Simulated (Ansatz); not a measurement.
Total energies of hexafluoroethane (`FC(F)(F)C(F)(F)F`).

```json
{"atom": "F1", "x (Å)": "-0.383", "y (Å)": "-0.088", "z (Å)": "1.702"}
{"atom": "C2", "x (Å)": "-0.563", "y (Å)": "0.292", "z (Å)": "0.446"}
{"atom": "F3", "x (Å)": "-1.741", "y (Å)": "-0.145", "z (Å)": "0.024"}
{"atom": "F4", "x (Å)": "-0.543", "y (Å)": "1.615", "z (Å)": "0.385"}
{"atom": "C5", "x (Å)": "0.563", "y (Å)": "-0.292", "z (Å)": "-0.446"}
{"atom": "F6", "x (Å)": "0.542", "y (Å)": "-1.615", "z (Å)": "-0.386"}
{"atom": "F7", "x (Å)": "0.384", "y (Å)": "0.090", "z (Å)": "-1.702"}
{"atom": "F8", "x (Å)": "1.741", "y (Å)": "0.144", "z (Å)": "-0.024"}
```

The species carries charge 0 and has multiplicity 1. The geometry is a stationary point of PBE0-D4/def2-TZVP. Basis def2-TZVPP, Ansatz.

RPA on PBE orbitals: Hartree–Fock energy of these orbitals -672.57609 Eh, correlation -2.65846 Eh (frozen core).

```
             functional  energy without D4 (Eh)  D4 term (kJ/mol)
            LDA (SPW92)              -671.13831                 –
                    PBE              -674.93654             -15.0
                   PBE0              -674.93346             -12.4
                  B3LYP              -675.57465             -23.9
                r2SCAN0              -675.21400              -4.2
HSE06 (plane-wave form)              -674.90667             -11.3
                  BHLYP              -675.31971             -15.7
              CAM-B3LYP              -675.42031             -12.2
                LC-ωPBE              -675.21414                 –
                ωB97X-V              -675.36595                 –
```

**Question.** Give the same for revPBE, BLYP, r2SCAN, B97M-V, r2SCANh, ωB97M-V, B2PLYP, PBE-QIDH. (An estimate is asked.)

**Answer.** The calculation gave: 
```json
{"functional": "revPBE", "energy without D4 (Eh)": "-675.35088", "D4 term (kJ/mol)": "-55.4"}
{"functional": "BLYP", "energy without D4 (Eh)": "-675.51313", "D4 term (kJ/mol)": "-34.3"}
{"functional": "r2SCAN", "energy without D4 (Eh)": "-675.30585", "D4 term (kJ/mol)": "-3.7"}
{"functional": "B97M-V", "energy without D4 (Eh)": "-675.37001", "D4 term (kJ/mol)": "–"}
{"functional": "r2SCANh", "energy without D4 (Eh)": "-675.26821", "D4 term (kJ/mol)": "-3.8"}
{"functional": "ωB97M-V", "energy without D4 (Eh)": "-675.43214", "D4 term (kJ/mol)": "–"}
{"functional": "B2PLYP", "energy without D4 (Eh)": "-675.20675", "D4 term (kJ/mol)": "–"}
{"functional": "PBE-QIDH", "energy without D4 (Eh)": "-674.85041", "D4 term (kJ/mol)": "–"}
```

B3LYP takes the VWN-RPA correlation (the form of Gaussian; ORCA's B3LYP/G). HSE06 is the plane-wave form, built on full-range PBE exchange. The double hybrids freeze the cores in their second-order part.

LC-ωPBE has ω = 0.4 bohr⁻¹.
